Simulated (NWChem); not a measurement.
**Correlation energy of acetylene (C$_{2}$H$_{2}$)**

SMILES: C#C
```xyz
4

C      0.0000     0.0000    -0.6043
C      0.0000     0.0000     0.6043
H      0.0000     0.0000    -1.6792
H      0.0000     0.0000     1.6792
```
Charge 0, spin multiplicity 1.

Everything below was run with NWChem. All single points use one geometry, from PBE0/def2-SVP, a minimum by its harmonic frequencies.

Basis set: def2-SVP. Each correlation energy counts from its own Hartree-Fock reference.

The correlated methods keep 2 core orbitals frozen. Coupled-cluster values serve here as a point of comparison, not as the truth.

```
method        correlation energy (mHa)
------------  ------------------------
SCS-MP2                         -255.4
CCSD(T)                         -285.0
CR-CCSD(T)                  (withheld)
CR-CCSD[T]                      -283.3
MP2                             -257.1
CCSD                            -273.7
CCSD+T(CCSD)                (withheld)
```

Task: Complete the blanks.

Result: 
- CR-CCSD(T), correlation energy (mHa): -282.8
- CCSD+T(CCSD), correlation energy (mHa): -285.6
